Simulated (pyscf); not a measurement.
H₃C–CH₂–SiH₃ (SMILES CC[SiH3]) + H₂ (SMILES [H][H]) → H₃C–CH₃ (SMILES CC) + SiH₄ (SMILES [SiH4]) (four-centre exchange; singlet surface; C–Si, H–H broken, C–H, H–Si formed). Structures and frequencies: ωB97X-D3(BJ)/def2-SVP in PySCF. Energies in kJ/mol from the separated reactants.

| level | barrier | reaction energy |
|---|---|---|
| ωB97X-D3(BJ)/def2-TZVP | 300.9 | -26.7 |
| r²SCAN/def2-TZVP | ? | ? |
| B3LYP-D3(BJ)/def2-TZVP | ? | -33.2 |
| PBE0-D3(BJ)/def2-TZVP | 277.4 | -31.1 |
| M06-2X/def2-TZVP | 304.5 | -27.6 |
| HF/def2-TZVP | 368.2 | -57.1 |

Task: Fill in the missing entries.

Result: 
- r²SCAN/def2-TZVP, barrier: 279.6
- r²SCAN/def2-TZVP, reaction energy: -30.7
- B3LYP-D3(BJ)/def2-TZVP, barrier: 295.6

The functionals in the table span 27.1 kJ/mol in this barrier, from PBE0-D3(BJ) to M06-2X. At the saddle there is also a short H–Si contact that neither side keeps. H₃C–CH₂–SiH₃ lies 53.6 kJ/mol over its isomer H₃C–SiH₂–CH₃ (electronic energy, ωB97M-D3(BJ)/def2-TZVP). This is the saddle that the search found; another between the same sides may lie lower.
